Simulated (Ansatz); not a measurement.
## fcc Rh

Computed with PBE0 (PAW; Ansatz, a first-principles code).

Settings: plane-wave cutoff 460 eV, 14×14×14 k mesh, Fermi–Dirac smearing 0.05 eV, no spin polarisation, scalar-relativistic PAW data made under PBE.

Cell: relaxed at this level.

For fcc Rh, the volume per atom is 13.51 Å³/atom. The bulk modulus B0 is 294 GPa and the lattice constant a comes out as 3.781 Å.

Measured, for comparison: equilibrium volume per atom 13.65 Å³/atom, lattice constant a 3.794 Å (static lattice: zero-point anharmonic expansion removed; as tabulated in Mejia-Rodriguez and Trickey (2018), arXiv:1807.09216); bulk modulus 271 GPa (corrected for temperature and zero-point phonon effects, our sources range from 271 to 289; as tabulated in Levämäki et al. (2014), arXiv:1402.3671). Computed (rounded) less measured: equilibrium volume per atom -1.0 %, bulk modulus +8 % (+2 % to +8 % over the range), lattice constant a -0.3 %.
